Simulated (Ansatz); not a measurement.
`N[Si]Cl` + H₂S → `S[Si]Cl` + NH₃ at 298.15 K and 1 bar (ligand exchange at the Si–N bond).

Gas-phase electronic energies from Ansatz, PBE0-D4/def2-TZVP geometries. CCSD(T)/CBS is extrapolated from def2-TZVPP and def2-QZVPP, frozen cores. One conformer a species, not always the lowest.

```tsv
species	CCSD(T)/CBS energy (Eh)	H − E (kJ/mol)	S (J/(mol·K))
`N[Si]Cl`	-804.81294	86.5	282.1
H₂S	-398.97119	49.9	205.7
`S[Si]Cl`	-1147.27489	43.9	293.5
NH₃	-56.50568	100.5	192.4
```

H − E and S are ideal-gas, rigid-rotor, harmonic terms from PBE0-D4/def2-TZVP, for one conformer and one mirror image of each species. 1 Eh = 2625.50 kJ/mol, R = 8.31446 J/(mol·K).

Q: By hand: ΔE, ΔH, ΔS and ΔG.

A: ΔE = (-1147.27489) + (-56.50568) − (-804.81294) − (-398.97119) = 0.00356 Eh = 9.3 kJ/mol. Δ(H − E) = 43.9 + 100.5 − 86.5 − 49.9 = 8.0, so ΔH = 17.3 kJ/mol. ΔS = 293.5 + 192.4 − 282.1 − 205.7 = -1.9 J/(mol·K). ΔG = 17.3 − 298.15 × (-1.9)/1000 = 17.9 kJ/mol.

Q: By hand: the equilibrium constant, and the temperature at which ΔG would vanish if ΔH and ΔS stayed fixed.

A: log₁₀ K = −ΔG/(RT ln 10) = -3.1. ΔH and −TΔS have one sign here, so there is no such temperature.

The number of gas molecules stays the same, so ΔS is small and ΔH decides. A doubt of 5 kJ/mol in ΔE shifts log₁₀ K by 0.9 here. Other conformers and mirror images would add mixing entropy, several J/(mol·K) or more a flexible species. These are equilibria of isolated gas molecules and say nothing of rates. Largest T1 diagnostic: 0.014 (customary marks: 0.02 for closed shells, 0.045 for open ones).

ΔS is within the doubt of such terms, so its sign, and with it that verdict, could turn.
